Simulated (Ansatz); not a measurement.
Results of r²SCAN-D4 (plane waves, PAW; Ansatz, an electronic-structure program) for hcp Ru.

Settings: plane-wave cutoff 500 eV, 30×30×18 k mesh (along the axes of the cell as run), Fermi–Dirac smearing 0.1 eV, no spin polarisation, scalar-relativistic PAW data made under PBE.

Computed at the level's own relaxed cell.

Q: Predict the equilibrium volume per atom, equilibrium lattice constant a and c axis length.

A: 
- equilibrium volume per atom = 13.43 Å³/atom
- equilibrium lattice constant a = 2.699 Å
- c axis length = 4.256 Å

Measured, for comparison: lattice constant a 2.706 Å (293 K, not corrected to a static lattice, our sources range from 2.700 to 2.706; as tabulated in Wikipedia's data pages); lattice parameter c 4.282 Å (293 K, not corrected to a static lattice; as tabulated in Wikipedia's data pages). Computed (rounded) less measured: lattice constant a -0.3 % (0.0 % to -0.3 % over the range), lattice parameter c -0.6 %. A static lattice is as a rule a little smaller and stiffer than an uncorrected measurement, which narrows the difference in the lattice parameter c and would widen misses of the other sign.

The computed numbers hold no vibrational or temperature effects.

Cost on a shared machine: about 5 core-minutes (a rough figure).
